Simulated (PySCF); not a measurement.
# Vibration and rotation of C₂

UHF-CCSD(T) constants of C₂, ³Πu (triplet), unpaired electrons σ ↑, π ↑ (C def2-TZVPPD; no relativity (PySCF 2.14); masses 12.0000 and 12.0000 u):

| Quantity | Value |
| --- | --- |
| ωe | 1633.4 cm⁻¹ |
| ωexe | 11.4 cm⁻¹ |
| Be | 1.615 cm⁻¹ |
| αe | 0.0163 cm⁻¹ |
| De to C + C | 5.98 eV |

(1) What force constant and bond length do these constants imply?

(2) Estimate the centrifugal constant D from the Kratzer relation and find the Dunham coefficient a1.

Correlated steps freeze 2 core orbitals. The state is the lowest determinant that a PBE0 search found; another state may lie lower at other levels.

Results:

(1) Reduced mass μred = 6.0000 u; k = 5.8918×10⁻⁷·μred·ωe² (u, cm⁻¹, mdyn/Å) = 9.43 mdyn/Å; Re = √(16.8576/(μred·Be)) (u, cm⁻¹, Å) = 1.319 Å.

(2) D = 4Be³/ωe² = 6.32e-06 cm⁻¹; a1 = −1 − αeωe/(6Be²) = -2.70.
